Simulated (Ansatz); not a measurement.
## Ansatz (development build ahead of 0.2.0) run

```yaml
crystal:
  periodic: [false, false, false]
  atoms:
    - { symbol: O, position_ang: [0.0, 0.0, -0.10896] }
    - { symbol: H, position_ang: [0.0, 0.0, 0.87168] }
basis:
  gaussian: { orbitals: def2-TZVP }
total_charge: -1
hamiltonian:
  xc: hf
correlation:
  method: mp2
  frozen_orbitals: { H: 0, O: 1 }
```

The input is written out in the form of the current development build from the run's settings.

Results

* Converged: yes
* Reference energy: -75.39721 hartree
* Correlation energy: -0.26440 hartree
* Total energy: -75.66161 hartree
* Spin squared of the determinant: 0.000

Caution: no diffuse functions for an anion.
